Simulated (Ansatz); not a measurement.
Compare A (`C/C=C(\O)F`) with its isomer B (`CC1(F)CO1`).

Program: Ansatz. Geometries: PBE0-D4/def2-TZVP. ΔE: electronic, gas phase. CCSD(T)/CBS adds triple-zeta CCSD(T) − MP2 to the extrapolated MP2 energy (def2 sets, frozen cores). DFT in def2-TZVPP. B3LYP here is the variant with VWN-RPA as its local correlation; programs differ in this. One conformer a species, not always the lowest.

Q: Which is lower in electronic energy at CCSD(T)/CBS, and by how much? (Estimate.)

A: The calculation gave: A, by 43.3 kJ/mol.

Q: Give E(B) − E(A) in kJ/mol with PBE0-D4, MP2/def2-TZVPP, CCSD(T)/def2-TZVPP, CCSD(T)/def2-SVP, B3LYP, LDA (SPW92), HF/def2-TZVPP. (Estimate.)

A: Ansatz gave: PBE0-D4 38.6, MP2/def2-TZVPP 37.5, CCSD(T)/def2-TZVPP 41.0, CCSD(T)/def2-SVP 40.5, B3LYP 51.3, LDA (SPW92) 42.1, HF/def2-TZVPP 49.4. None reverses the order clearly.

Q: Does the order hold for the free energy at 298.15 K (harmonic terms from PBE0-D4)? (Best estimate.)

A: The calculation gave: Yes: G(B) − G(A) = +49.2 kJ/mol, for one conformer each.

Largest T1 diagnostic: 0.011.

In def2-TZVPP, CCSD(T) changes the Hartree–Fock value by −8.4 kJ/mol (the triples alone add −0.1 kJ/mol) and MP2 by −11.8 kJ/mol. Leaving LDA and LC-ωPBE aside and taking each functional with its dispersion term where it has one, the values, not all of them listed here, spread over 23.2 kJ/mol, from ωB97X-V to BLYP-D4.
